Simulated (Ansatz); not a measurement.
fcc Pt was calculated with PBEsol (Ansatz, a quantum-chemistry and plane-wave program, plane waves, PAW).

A relaxed, unreconstructed slab of the (211) face has 24 atoms, two equal faces of 18.817 Å² each and an energy of -297206.8517 eV. A bulk cell of 6 atoms with the same orientation and in-plane k mesh has -74302.9386 eV. Energies are extrapolated to zero smearing.

Numerical settings: plane-wave cutoff 500 eV, 8×20×1 k mesh (along the axes of the cell as run), Fermi–Dirac smearing 0.1 eV, scalar-relativistic PAW data made under PBE.

Worked out: γ = (E_slab − N E_bulk per atom)/2A = [-297206.8517 − 24 × (-74302.9386/6)]/(2 × 18.817) = 0.1303 eV/Å². With 16.022 J/m² per eV/Å² this is 2.09 J/m², or 2.45 eV per surface cell and face.
